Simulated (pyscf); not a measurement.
Thermochemistry of product channels of H₃Ge–SeH on the singlet surface, in kJ/mol, from ωB97M-D3(BJ)/def2-TZVP energies (ideal gas, 1 atm, RRHO with modes under 100 cm⁻¹ raised to 100, one conformer, R ln 2 for chiral ones without a mode under 150 cm⁻¹). Structures and frequencies: ωB97X-D3(BJ)/def2-SVP in PySCF.

```
products                                ΔE  ΔH(298 K)  ΔG(600 K)  ΔG(1200 K)
----------------------------------  ------  ---------  ---------  ----------
H₂Ge=Se + hydrogen (H₂)             +119.7     +109.0      +46.4       -17.0
:HGe–SeH [singlet] + hydrogen (H₂)  +109.1      +97.9      +28.3           ?
```

Question: Some entries are withheld; supply them.

Answer: 
- :HGe–SeH [singlet] + hydrogen (H₂), ΔG(1200 K): -42.6

The channel to H₂Ge=Se + H₂ turns favourable between 298 and 1200 K (ΔG from +78.4 kJ/mol to -17.0 kJ/mol). The channel to :HGe–SeH [singlet] + H₂ turns favourable between 298 and 1200 K (ΔG from +63.9 kJ/mol to -42.6 kJ/mol).

These are energies of the channels, which say nothing of barriers. Elements up to Kr have no core potential and no relativistic terms here.
